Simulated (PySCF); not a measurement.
**Choosing a basis for TDDFT**

Compound: 1,3,5-triazine, C3H3N3.
Geometry (PBE0-D3(BJ)/def2-SVP, Å), atoms numbered from 1 in this order:
```
atom  x, y, z in Å
C1     1.2088   -0.3949   -0.2566
N2     0.2120   -1.2339   -0.5213
C3    -0.9927   -0.7807   -0.1887
N4    -1.2475    0.4016    0.3634
C5    -0.1721    1.1528    0.5786
N6     1.0798    0.8095    0.2914
H7     2.2239   -0.7246   -0.5111
H8    -1.8486   -1.4384   -0.3861
H9    -0.3309    2.1393    1.0319
```

TDDFT with PBE0 (PySCF), vertical singlets, core orbitals frozen in the response, spherical d and f functions. Isolated species at its PBE0-D3(BJ)/def2-SVP geometry, gas phase.

Task: How do the low singlets change with the basis? Take 6-31G*, def2-SVP, def2-SVPD and def2-TZVP.

Result: 

| basis | functions | diffuse | S1 (eV) | S2 (eV) | S3 (eV) | S4 (eV) | S5 (eV) | LUMO (eV) | α (au) |
| --- | --- | --- | --- | --- | --- | --- | --- | --- | --- |
| 6-31G* | 90 | no | 4.60 | 4.67 | 4.67 | 4.67 | 6.42 | -1.38 | 41.4 |
| def2-SVP | 99 | no | 4.53 | 4.59 | 4.59 | 4.59 | 6.43 | -1.56 | 42.3 |
| def2-SVPD | 144 | yes | 4.55 | 4.62 | 4.62 | 4.62 | 6.36 | -1.72 | 50.0 |
| def2-TZVP | 204 | no | 4.57 | 4.63 | 4.64 | 4.64 | 6.35 | -1.63 | 48.8 |

States are compared by their number. Against the only diffuse basis here (def2-SVPD, itself not a converged limit), sets without diffuse functions differ by up to 0.05 eV in S1 and 0.07 eV in S5. State by state, the largest deviation of a set without diffuse functions is S1 0.05, S2 0.05, S3 0.05, S4 0.05, S5 0.07 eV. The same number needn't mean the same state in each row. Against def2-SVPD the polarisability deviates by -17% in 6-31G*, -15% in def2-SVP, -2% in def2-TZVP.
